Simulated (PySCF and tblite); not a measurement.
Results of a calculation; reference values are marked as such.
**Conformers and averaged properties: C₅H₈O, numbered as in [CH2:1]=[CH:2][C:3](=[O:4])[CH2:5][CH3:6]**

The ensemble was built from 90 distance-geometry starts (ETKDG and KDG, MMFF94s, GFN2-xTB) and rests on PBE0-D3(BJ)/def2-SVP geometries. Free energies are B3LYP-D3(BJ)/def2-TZVP (IEF-PCM, chloroform) single points with GFN2-xTB rigid-rotor and vibrational terms (modes under about 100 cm⁻¹ blended into free rotors). Symmetry numbers and mirror images are counted. Conformers within 3 kcal/mol (GFN2-xTB free energy) were kept, 8 at most. GIAO shieldings: PBE0/pcSseg-1 (IEF-PCM, chloroform). Couplings: B3LYP/pcJ-1 (gas phase; spin-dipole term only for pairs with B, N, F, Si or P). Couplings are for ¹³C, ¹H, ¹⁷O. Shifts are against TMS (¹H), TMS (¹³C) at the same level; of two unlike H on one atom, a is the less shielded. Run with PySCF (density fitting) and tblite.

Torsions listed: C1–C2–C3–O4, O4–C3–C5–C6. Of a mirror pair one member is shown.

```tsv
conformer	shape	symmetry	E(GFN2) kcal/mol	E(DFT) kcal/mol	G(298.15 K) kcal/mol	weight %	dipole D
1	180°, 0°	Cs	0.76	0.00	0.00	47.3	4.03
2	0°, -1°	Cs	0.00	0.29	0.15	36.9	3.39
3	-176°, -97°	C1 (pair)	1.21	0.75	0.65	15.7	4.13
```

Weights (%) against temperature:

```
 T (K)     1     2     3  S(mix) cal/mol/K
   180  57.4  36.3   6.3              1.80
   230  52.3  37.1  10.5              2.02
298.15  47.3  36.9  15.7              2.23
   330  45.5  36.7  17.8              2.30
   400  42.4  35.9  21.7              2.41
```

Averaged shifts at 298.15 K. ¹H: 6.75 (H1a, 1H), 6.43 (H1b, 1H), 6.42 (H2, 1H), 2.61 (H5, 2H), 1.07 (H6, 3H) ppm. ¹³C: 207.2 (C3), 144.7 (C2), 140.4 (C1), 35.9 (C5), 10.0 (C6) ppm.

Averaged couplings (Hz): ¹J(C1,C2) 72.9, ³J(C1,O4) -3.5, ¹J(C1,H1a) 167.7, ¹J(C1,H1b) 170.4, ²J(C1,H2) 0.3, ⁴J(C1,H5) 0.7, ¹J(C2,C3) 54.5, ²J(C2,O4) -4.4, ²J(H1a,C2) -2.7, ²J(H1b,C2) -0.6, ¹J(C2,H2) 166.8, ³J(C2,H5) -0.1, ¹J(C3,O4) 33.9, ¹J(C3,C5) 43.6, ³J(H1a,C3) 7.1, ³J(H1b,C3) 12.6, ²J(H2,C3) 3.5, ²J(C3,H5) -5.3, ³J(C3,H6) 5.1, ²J(O4,C5) -0.9, ³J(O4,C6) -1.6, ³J(H2,O4) -1.6, ³J(O4,H5) -1.7, ¹J(C5,C6) 39.3, ³J(H2,C5) 1.9, ¹J(C5,H5) 129.4, ²J(C5,H6) -3.7, ⁴J(H2,C6) 0.5, ²J(H5,C6) -3.5, ¹J(C6,H6) 134.8, ²J(H1a,H1b) 1.7, ³J(H1a,H2) 19.4, ³J(H1b,H2) 12.0, ²J(H5,H5) -20.3, ³J(H5,H6) 8.2, ²J(H6,H6) -14.1.

Coordinates of conformer 1 (Å):

```xyz
14

C     2.295    0.709   -0.144
C     1.466    0.129   -1.018
C     0.050   -0.242   -0.759
O    -0.597   -0.768   -1.639
C    -0.551    0.044    0.603
C    -1.999   -0.390    0.713
H     1.983    0.968    0.872
H     3.327    0.949   -0.415
H     1.800   -0.121   -2.030
H     0.074   -0.458    1.362
H    -0.440    1.124    0.805
H    -2.405   -0.156    1.707
H    -2.619    0.111   -0.044
H    -2.098   -1.472    0.542
```

Shifts are unscaled: against experiment ¹³C can be off by 15 ppm or more and ¹H by 0.8 ppm.

Search and properties took 3 min on 1 thread of Arm Neoverse V1 (shared host) (rough), launched as `OMP_NUM_THREADS=1 python ens_run.py task.json out`.
